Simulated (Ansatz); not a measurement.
# CH4O: the cost of one run

Computed with Ansatz 0.2.0, driven from Python. The levels of theory stand in the script.

**1. The structure**

Bond lengths: C1–O2 1.416 Å, C1–H3 1.093 Å, C1–H4 1.093 Å, C1–H5 1.093 Å, O2–H6 0.972 Å. Angles: C1–O2–H6 107.1°, O2–C1–H3 109.5°, O2–C1–H4 109.0°, O2–C1–H5 109.5°, H3–C1–H4 109.4°, H3–C1–H5 110.1°, H4–C1–H5 109.4°.

The script holds or builds the structure itself.

**2. Script**

torsion.py reads:

```python
# -*- coding: utf-8 -*-
"""Energy of CH4O as one group turns about a bond."""

import ansatz
from ase import Atoms

BASIS_SET = "cc-pVDZ"
FUNCTIONAL = "pbe0"
FORCE_TOL = 0.02
METHOD = "MP2"

atoms = Atoms(["C", "O", "H", "H", "H", "H"], positions=[
    (-0.3711, -0.0022, 0.0094),
    (0.9129, -0.4394, -0.3964),
    (-0.4676, -0.1082, 1.0927),
    (-1.128, -0.617, -0.4834),
    (-0.5092, 1.0427, -0.279),
    (1.563, 0.1242, 0.0567),
])

# relax first, so that the scan starts from a minimum
first = (
    ansatz.Crystal.molecule_from_ase(atoms).calculation()
    .basis(gaussian=BASIS_SET)
    .functional(FUNCTIONAL)
    .relax(force_tolerance=FORCE_TOL, max_steps=80)  # relax until the tolerances are met
)
atoms.positions = first.run(threads=1, pin="off").report["positions_ang"]

start = atoms.get_dihedral(2, 0, 1, 5)
energies = {}
for turn in range(0, 360, 40):
    turned = atoms.copy()
    turned.set_dihedral(2, 0, 1, 5, start + turn, indices=[1, 5])
    model = (
        ansatz.Crystal.molecule_from_ase(turned).calculation()
        .basis(gaussian=BASIS_SET)  # the orbital basis, by name
        .correlation(METHOD)
    )
    energies[round((start + turn) % 360)] = model.run(threads=1, pin="off").report["free_energy_ev"]
floor = min(energies.values())
print("dihedral H2-C0-O1-H5 (deg)   E - E(min) (eV)")
for angle, e in sorted(energies.items()):
    print(f"{angle:8d} {(e - floor):14.3f}  " + "#" * int(30 * (e - floor) / max(max(energies.values()) - floor, 1e-9)))
```

**3. The run**

Started as:

```bash
$ python torsion.py
```

What time and memory should one allow on 1 thread of Arm Neoverse V1, shared host?

About 7.4 s, with a peak of 0.17 GiB.
